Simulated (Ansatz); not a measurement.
System: ClF, net charge 0, singlet state. 
Coordinates optimised at B3LYP-D3(BJ)/def2-TZVP (Ansatz, a program for electronic structure):
```xyz
2

F      0.0000     0.0000    -1.0729
Cl     0.0000     0.0000     0.5680
```

Basis-set convergence of Hartree-Fock and CCSD(T) correlation energies (hartree) with Ansatz. Valence correlation only, unless marked. Spin-orbit coupling is left out. Non-relativistic.

```
basis        functions       E(HF)  E(corr, CCSD(T))
-----------  ---------  ----------  ----------------
def2-SVPD           50  -558.62028          -0.37352
def2-TZVPPD         91  -558.90133          -0.48403
def2-QZVPPD        145  -558.91823          -0.52479
```

Extrapolating the two largest sets (X = 3 and 4) as X^-3: E(corr) = (64·(-0.52479) - 27·(-0.48403))/37 = -0.5545 Eh, an estimate of the basis-set limit. The largest set recovers 94.6 % of it, the smallest 67.4 %.
